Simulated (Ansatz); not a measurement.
Input for Ansatz (development build ahead of 0.2.0):

```yaml
crystal:
  periodic: [false, false, false]
  atoms:
    - { symbol: C, position_ang: [-1.4857, -0.4482, 0.0] }
    - { symbol: C, position_ang: [-0.505, 0.7017, 0.0] }
    - { symbol: "N", position_ang: [1.8652, -0.3402, -0.0001] }
    - { symbol: H, position_ang: [-1.3542, -1.0765, -0.8805] }
    - { symbol: H, position_ang: [-1.3542, -1.0766, 0.8804] }
    - { symbol: H, position_ang: [-2.517, -0.0862, 0.0] }
    - { symbol: H, position_ang: [-0.5222, 1.3161, -0.8972] }
    - { symbol: H, position_ang: [-0.5222, 1.316, 0.8973] }
    - { symbol: H, position_ang: [0.665, 0.148, 0.0] }
    - { symbol: H, position_ang: [2.2466, 0.1597, -0.8048] }
    - { symbol: H, position_ang: [2.2464, 0.1591, 0.8052] }
basis:
  gaussian: { orbitals: pcseg-2 }
magnetization:
  spin_polarized: true
  initial_magnetization: 1
hamiltonian:
  xc: pbe
```

The input is written out in the form of the current development build from the run's settings.

Results

```json
{
 "Converged": "yes",
 "Total energy": "-135.56232 hartree",
 "Spin squared of the determinant": "0.754",
 "Stability test": "minimum"
}
```
